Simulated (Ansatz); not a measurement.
Could ZnPd3 exist in this structure?

Plane-wave DFT in Ansatz with scalar-relativistic PAW potentials. The crystal relaxes under LDA to Pm-3m with a = 3.807 Å, 13.79 Å³/atom. No spin polarisation. Whether it is the stable form of this composition wasn't checked.

```xyz
4
Lattice="3.8067 0.0000 0.0000 0.0000 3.8067 0.0000 0.0000 0.0000 3.8067" Properties=species:S:1:pos:R:3 pbc="T T T"
Zn    0.0000    0.0000    0.0000
Pd    0.0000    1.9034    1.9034
Pd    1.9034    0.0000    1.9034
Pd    1.9034    1.9034    0.0000
```

Q: Test it against the elements, against displacements at the zone centre and against strain.

A:
- Energy over the elements: -0.308 eV/atom (LDA, standard states in the same functional, gases uncorrected)
- Optical modes at Γ: all 9 real, 144 to 236 cm⁻¹ (LDA, no gap at this level, so no LO-TO term)
- Least eigenvalue of the elastic tensor: 46 GPa (LDA, smearing 0.15 eV on a cell relaxed with it; where the run has no gap this value hangs on mesh and smearing)

It passes all three tests. So it is a local minimum against everything tried and bound against the elements. Modes at other wave vectors, other structures and decomposition into other compounds weren't tested here.

Cost: 3 runs of about 3.7 core-minutes in all, on Intel Xeon 6975P-C (Granite Rapids) (shared hosts).